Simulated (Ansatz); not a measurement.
Compare A (`CC1OCCCO1`) with its isomer B (`CC(C)(C)C(=O)O`).

Gas-phase electronic energies from Ansatz, PBE0-D4/def2-TZVP geometries. CCSD(T)/CBS is the MP2 limit (def2-TZVPP, def2-QZVPP) plus CCSD(T) − MP2 in def2-TZVPP, frozen cores. DFT in def2-TZVPP. B3LYP here is the variant with VWN-RPA as its local correlation; programs differ in this. Each species was taken in one conformer, which may not be the lowest.

Which isomer does CCSD(T)/CBS put lower? Give the gap. (Best estimate.)

The calculation gave: B, by 31.3 kcal/mol.

Give E(B) − E(A) in kcal/mol with B3LYP, HF/def2-TZVPP, B3LYP-D4, CCSD(T)/def2-TZVPP, MP2/def2-TZVPP, PBE-D4, r2SCAN-D4. (Best estimate.)

The calculation gave: B3LYP -31.8, HF/def2-TZVPP -30.7, B3LYP-D4 -31.7, CCSD(T)/def2-TZVPP -31.6, MP2/def2-TZVPP -34.0, PBE-D4 -31.8, r2SCAN-D4 -32.3. None reverses the order clearly.

Largest T1 diagnostic: 0.013.

In def2-TZVPP, CCSD(T) changes the Hartree–Fock value by −0.9 kcal/mol (the triples alone add −0.9 kcal/mol) and MP2 by −3.3 kcal/mol. From PBE to PBE0 (25 % exact exchange), in def2-TZVPP and without D4, E(B) − E(A) moves by +2.3 kcal/mol.
